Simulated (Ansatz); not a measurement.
Kohn–Sham single points on H$_{6}$N$_{3}$P, SMILES `NP(N)N`.

```yaml
crystal:
  periodic: [false, false, false]
  atoms:
    - {symbol: N, position_ang: [-1.050694, -0.105434, -1.107090]}
    - {symbol: P, position_ang: [0.554699, -0.081684, -0.572075]}
    - {symbol: N, position_ang: [0.285368, -1.253242, 0.665176]}
    - {symbol: N, position_ang: [0.834407, 1.180080, 0.520610]}
    - {symbol: H, position_ang: [-1.236317, 0.364694, -1.978303]}
    - {symbol: H, position_ang: [-1.795864, 0.001833, -0.430489]}
    - {symbol: H, position_ang: [1.112221, -1.386693, 1.232943]}
    - {symbol: H, position_ang: [0.003661, -2.143416, 0.275204]}
    - {symbol: H, position_ang: [0.168390, 1.341731, 1.265511]}
    - {symbol: H, position_ang: [1.207126, 2.031030, 0.131413]}
basis:
  gaussian: {orbitals: def2-TZVPP}
hamiltonian: {xc: {name: revPBE}, dispersion: d4}
output: {orbitals: {seedname: orbitals}}
```

```sh
$ ansatz run in.yaml --threads 2 --pin off --events-out ev --progress --plain --max-ram 4352MiB
```

It prints (some lines left out):

```
Functional definition: revPBE
1106 factors; their error is unknown
mean field evaluation 1: about -13835.8654 eV, gradient 1.1e2 eV
mean field evaluation 2: about -13770.6163 eV, gradient 1.9e2 eV
mean field evaluation 4: about -13856.3155 eV, gradient 1.6e1 eV
mean field evaluation 8: about -13856.8400 eV, gradient 2.4e-1 eV
mean field evaluation 16: about -13856.8229 eV, gradient 1.6e-4 eV
mean field -13856.82289612 eV, -509.2288489404 hartree, gradient 2.1e-5 eV, S^2 0.000000; 0 other end points of the search recorded, 0 dependent functions left out
reference -13856.82294126 eV, -509.2288505995 hartree; 21, 21 occupied and 198, 198 virtual orbitals, 1106 factors
Total energy: -13857.47637816 eV, -509.2528639626 hartree
```

Run time 2.4 s (2 threads of an Arm Neoverse V2 on a shared host); peak host memory 0.24 GiB.

The same input with `hamiltonian: {xc: {name: BHLYP}, dispersion: d4}` (abridged; 3.3 s):

```
Functional definition: BHLYP
mean field evaluation 16: about -13857.3241 eV, gradient 7.9e-5 eV
mean field -13857.32413501 eV, -509.2472691299 hartree, gradient 7.9e-5 eV, S^2 0.000000
Total energy: -13857.54548792 eV, -509.2554036994 hartree
```

The same input with `hamiltonian: {xc: {name: LC-wPBE}}` (abridged; 2.9 s):

```
Functional definition: LC-wPBE
mean field evaluation 16: about -13854.6769 eV, gradient 2.4e-5 eV
mean field -13854.67693433 eV, -509.1499862993 hartree, gradient 2.4e-5 eV, S^2 0.000000
Total energy: -13854.67693434 eV, -509.1499862996 hartree
```

Changing it to `hamiltonian: {xc: {name: B2PLYP}}` (abridged; 6.5 s):

```
Functional definition: B2PLYP
mean field evaluation 16: about -13846.0695 eV, gradient 5.9e-5 eV
mean field -13846.06951494 eV, -508.8336694710 hartree, gradient 2.9e-6 eV, S^2 0.000000
8 core orbitals not correlated: weight in the atoms' cores, before any rotation towards them, 1.000 or more for the frozen orbitals, at most 0.000 for the correlated occupied ones
second order -26.32715340 eV of doubles, -0.00000000 eV of singles
Total energy: -13853.17799634 eV, -509.0949013440 hartree
```

With the line `hamiltonian: {xc: lda}` (abridged; 1.4 s):

```
Functional definition: SPW92
mean field evaluation 16: about -13788.7011 eV, gradient 6.3e-5 eV
mean field -13788.70112945 eV, -506.7254201900 hartree, gradient 6.3e-5 eV, S^2 0.000000
Total energy: -13788.70116358 eV, -506.7254214444 hartree
```

With the line `hamiltonian: {xc: r2scan, dispersion: d4}` and forces (abridged; 6 s):

```
Functional definition: r2SCAN
mean field evaluation 16: about -13856.8599 eV, gradient 8.1e-4 eV
mean field -13856.85987114 eV, -509.2302077475 hartree, gradient 2.9e-5 eV, S^2 0.000000
Total energy: -13856.90570448 eV, -509.2318920916 hartree
Atom 0 force    -0.084273    -0.074351    -0.078089 eV/Å
Atom 1 force     0.144154     0.025705    -0.186920 eV/Å
Atom 2 force    -0.083531    -0.043712     0.131766 eV/Å
Atom 3 force     0.098630     0.050663     0.079655 eV/Å
Atom 4 force    -0.023472     0.022528    -0.007254 eV/Å
Atom 5 force    -0.047004     0.019749     0.023958 eV/Å
Atom 6 force     0.022137    -0.028726     0.000657 eV/Å
Atom 7 force     0.019141    -0.030656    -0.001908 eV/Å
Atom 8 force    -0.035306     0.027541     0.034025 eV/Å
Atom 9 force    -0.010476     0.031259     0.004111 eV/Å
Dipole moment:    -0.217014     0.177991     0.110591 e Å
```
